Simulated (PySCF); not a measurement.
Lithium: a sound run and one with changed settings

Sound run: Li [He] 2s1, Li⁺ 1s2. Computed with PySCF 2.14 in aug-cc-pVDZ (4s3p2d, 23 functions), with no relativity, point nucleus. The sound run starts from symmetry-adapted Hartree-Fock orbitals and uses a fine grid where one is needed.

Changed run: radial step 0.8 in ln r (0.13 in the sound run). This setting is unsound on purpose.

```tsv
species	method	sound run (hartree)	changed run (hartree)	converged
Li	UHF	-7.43243	-7.43243	yes
Li	M06-L	-7.48545	-7.50624	no
Li	MN15	-7.48481	-7.48491	yes
Li⁺	UHF	-7.23612	-7.23612	yes
Li⁺	M06-L	-7.30027	-7.33057	yes
Li⁺	MN15	-7.29815	-7.29364	yes
```

Ionisation energy of Li:

```
method  sound run (eV)  changed run (eV)
   UHF           5.342             5.342
  MN15           5.079             5.205
```

A coarse radial grid mis-integrates the density and the exchange-correlation energy, with errors of either sign; Hartree-Fock needs no grid.

For comparison, NIST gives 5.392 eV between the lowest levels.
